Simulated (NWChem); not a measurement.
A series in which one site is exchanged, each optimised at B3LYP/6-31G* with NWChem, gas phase unless a solvent is named. Pople sets run with spherical d functions.

A: [Li][F] (LiF; site = Li)
B: FF (F₂; site = F)
C: [F][K] (KF; site = K)
D: F (HF; site = H)

```csv
quantity,A,B,C,D
"dipole (D), B3LYP/6-31G*",5.58,(withheld),7.60,1.86
"vertical ionisation energy, ΔSCF, PBE/def2-SVP (eV)",11.43,(withheld),9.40,15.79
"static polarisability, B3LYP/def2-SVPD (bohr³)",9.5,(withheld),17.0,5.6
```

Fill in the missing entries.


- dipole (D), B3LYP/6-31G*, B: 0.00
- vertical ionisation energy, ΔSCF, PBE/def2-SVP (eV), B: 15.19
- static polarisability, B3LYP/def2-SVPD (bohr³), B: 8.4
